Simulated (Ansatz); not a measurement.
Rock-salt SnTe (cubic form, which distorts at low temperature), treated with r²SCAN0 (Ansatz, a quantum-chemistry and plane-wave program, PAW).

Run with plane-wave cutoff 600 eV, 8×8×8 k mesh, scalar-relativistic PAW data made under PBE.

Computed at the level's own relaxed cell.

Hill averages of the elastic tensor: K = 46.4 GPa, G = 32.3 GPa. Volume 32.071 Å³/atom, mean atomic mass 123.155 u.

Work out the density, the sound velocities of a polycrystal and the elastic Debye temperature at this level.

ρ = 1.66054 × 123.155/32.071 = 6.377 g/cm³. v_l = √[(K + 4G/3)/ρ] = 3.746 km/s and v_t = √(G/ρ) = 2.251 km/s. The mean follows from 3/v_m³ = 1/v_l³ + 2/v_t³: v_m = 2.490 km/s. Θ_D = (ħ/k_B) v_m (6π²/V)^(1/3) = 76.38 K Å s/km × 2.490 × 1.2268 Å⁻¹ = 233 K, counting all atoms of the cell.

Note: symmetry holds this phase in the static calculation, where it need not be a minimum.
